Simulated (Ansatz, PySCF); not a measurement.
Molecule: C$_{4}$H$_{4}$N (charge 0, doublet). It need not be the lowest isomer of its formula. 
Geometry from a B3LYP-D3(BJ)/def2-TZVP (Ansatz, a first-principles code) optimisation:
```
C
C 1 1.3579
H 1 1.0780 2 128.39
H 2 1.0780 1 128.39 3 0.00
C 2 1.4569 4 126.29 1 -180.00
N 5 1.3417 2 112.23 4 -180.00
C 6 1.3417 5 104.91 2 0.00
H 7 1.0817 6 121.12 5 -180.00
H 5 1.0817 6 121.12 7 180.00
```
Charge 0, spin multiplicity 2.

Total electronic energies in hartree. Valence correlation only, unless marked. Open shells are spin-unrestricted. No spin-orbit coupling. Non-relativistic. Basis-set limits of correlation are two-point, X^-3; Hartree-Fock from the larger set. [CCSD(T)-MP2]/basis is that difference in the basis named.

The UHF reference is spin-contaminated (<S^2> 0.14 over the pure value in the largest basis). 

```
level                                                     program  energy (Eh)
-------------------------------------------------  --------------  -----------
SVWN5/def2-TZVPD                                           Ansatz          ___
B3LYP-D4/def2-TZVPD                                Ansatz + dftd4   -209.60309
PBE0/STO-3G                                                Ansatz          ___
PBE0/6-31G*                                                Ansatz          ___
PBE0/def2-SVP                                              Ansatz   -209.11182
TPSSh/def2-TZVPD                                            PySCF   -209.60502
r2SCAN0/def2-TZVPD                                         Ansatz   -209.44378
HSE06/def2-TZVPD                                           Ansatz   -209.32807
LC-wPBE-D4/def2-TZVPD                              Ansatz + dftd4   -209.44498
B2GP-PLYP-D3(BJ)/def2-TZVPD                        Ansatz + dftd3   -209.36466
B2GP-PLYP/def2-TZVPD                                       Ansatz   -209.36066
MP2/6-31G*                                                 Ansatz   -208.82627
MP2/cc-pVDZ                                                Ansatz   -208.86025
SCS-MP2/cc-pVDZ                                            Ansatz   -208.84151
RI-MP2/CBS(cc-pVTZ,cc-pVQZ)+[CCSD(T)-MP2]/cc-pVDZ          Ansatz    -209.2330
```

Fill in the missing entries.


- SVWN5/def2-TZVPD, energy (Eh): -207.72148
- PBE0/STO-3G, energy (Eh): -206.66125
- PBE0/6-31G*, energy (Eh): -209.26379
